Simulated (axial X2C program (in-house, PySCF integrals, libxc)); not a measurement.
Density and ELF of Al₂⁺

Calculated with an axial X2C code built on PySCF integrals. Spin-free means the one-electron spin-free X2C Hamiltonian. Basis: Al dyall-v3z [8s8p2d1f] (cores contracted in-house); Gaussian nuclei, density fitting, unrestricted open shells. Masses: Al 26.982 u.

PBE0, without spin–orbit coupling, state M_S = 1/2, Λ = 0 (beyond evenly filled blocks: σα); Al at z = 0, Al at z = 3.273 Å.

The maps cover the half plane through the axis: z from -2.4 to 5.4 Å along the bond, ρ from 0.15 to 2.25 Å away from it (steps of 0.3 Å, the bottom row nearest the axis).

log10 of the density in e/bohr³:

digits 0 to 9 span -4.43 to 0.98 evenly
```
000111222221111112222211100
011222233222222222233222211
112233333333333333333333221
122334444444333344444443322
123344455444444444455444332
223445555555444455555554432
233445577755555555776554433
233455689865555556898655433
```

Electron localisation function (collinear form, no current term, damped to 0 at low density):

digits 0 to 9 span 0.00 to 1.00 evenly
```
000012211000000000011221000
001367754211000011246776310
015899987543212234578999851
159999998766544566789999985
389999975578766787557999998
699999400038888882001599999
799997037406988950473089999
899994183813999921838159999
```

Axial spin density in 10⁻³ e/bohr³:

digits 0 to 9 span -6.07 to 6.07 evenly, values beyond are clipped
```
555555554445555554445555555
555555554445555554445555555
555555554445555554445555555
555566654445666654445666555
555678864346777764346887655
556799974357999975348999765
557999964469999996446999865
567999996579999996597999976
```

Occupations by symmetry block were frozen at the best pattern of an incomplete PBE0 search.
